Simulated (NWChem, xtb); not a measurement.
# SiHClF (SMILES F[SiH]Cl): methods side by side

SiHClF has 4 atoms, charge 0, and is taken as a doublet. SMILES: `F[SiH]Cl`. The coordinates come from a GFN2-xTB relaxation.

Each level gives the dipole moment (D). The values are calculated.

```csv
level,kind,program,value (D),CPU time
GFN2-xTB,semi-empirical,xtb,1.62,under 2 s
GFN0-xTB,semi-empirical,xtb,2.67,under 2 s
GFN1-xTB,semi-empirical,xtb,1.79,under 2 s
UHF/STO-3G,Hartree–Fock,NWChem,2.86,2.4 s
UHF/3-21G,Hartree–Fock,NWChem,2.82,4.7 s
UHF/def2-SVP,Hartree–Fock,NWChem,1.91,8.2 s
USVWN5/aug-cc-pVDZ,LDA,NWChem,1.32,1.8 min
UOLYP/pcseg-2 (density fitting with weigend coulomb fitting),GGA,NWChem,1.44,18 s
UB3LYP/6-31G* (spherical functions),global hybrid,NWChem,1.51,35 s
UB3LYP/6-31G* (Cartesian functions),global hybrid,NWChem,1.51,32 s
```

The values span 1.32 to 2.86 D. Sets without polarisation functions give poor dipoles. Without the sets that lack polarisation functions the rows with a basis span only 1.32 to 1.91 D. CPU times are rough (shared hosts, several kinds of processor): they show what a rung costs within a factor of a few.
